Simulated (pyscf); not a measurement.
A first-order saddle from PySCF, ωB97X-D3(BJ)/def2-SVP:

```
Ge
H 1 1.5225
O 1 1.9390 2 118.00
H 3 0.9715 1 120.21 2 -149.45
H 3 1.1729 4 127.29 1 93.43
H 5 1.0877 3 136.32 4 -130.03
Cl 1 2.1464 2 119.23 6 89.52
Cl 1 2.1920 2 102.20 6 -162.78
```
Charge 0, spin multiplicity 1.

Surface: singlet, charge 0. Lowest wavenumbers (cm⁻¹): 1498i, 85, 171, 228, 380.

Q: What reaction is this the transition state of?

A: `[Cl][GeH2][Cl]` + `[OH2]` ⇌ `[OH][GeH]([Cl])[Cl]` + `[H][H]`, a four-centre exchange read from left to right: Ge–H, H–O broken and Ge–O, H–H formed. At ωB97M-D3(BJ)/def2-TZVP it lies +41.1 kcal/mol from the left side and +46.6 kcal/mol from the right (each side as separated species at their lowest minima found). On the reactant side the descent ends in a complex, 5.9 kcal/mol under the separated species and 46.7 kcal/mol under the saddle at ωB97X-D3(BJ)/def2-TZVP. One saddle was located; it need not be the lowest between these sides. Elements up to Kr have no core potential and no relativistic terms here.
